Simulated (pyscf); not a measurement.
PySCF, gas phase, ωB97X-D3(BJ)/def2-SVP geometries. MP2 and CC: frozen core, UHF for open shells. ΔMP2 is the change of the MP2 total energy from the triple- to the quadruple-zeta basis.

### Question
For the elementary gas-phase step H₂Se + H₃Si–Cl → H₃Si–SeH + hydrogen chloride (HCl) (singlet surface; H–Se, Cl–Si broken, Se–Si, Cl–H formed), what barrier and reaction energy does CCSD(T)/def2-TZVPP + ΔMP2(QZVPP) give, measured from the separated reactants?…

### Answer
ΔE‡ = 38.4 kcal/mol, ΔE = +7.7 kcal/mol. Zero-point energy shifts the barrier by +0.5 kcal/mol. It is a four-centre exchange, with an imaginary mode of 513i cm⁻¹. On the product side the descent ends in a complex, 4.4 kcal/mol under the separated species and 31.7 kcal/mol under the saddle at ωB97X-D3(BJ)/def2-TZVP. At ωB97X-D3(BJ) the barrier from the zero used here is 34.2 kcal/mol. This is the saddle that the search found; another between the same sides may lie lower. The CCSD(T) − MP2 part came from Ansatz, without density fitting, on the same reference. The frozen core leaves the outer d or s,p core shells of the metals and heavy elements correlated in the MP2 and CC values, and def2-TZVPP describes them poorly, which can shift differences by a few kcal/mol. Elements up to Kr have no core potential and no relativistic terms here.
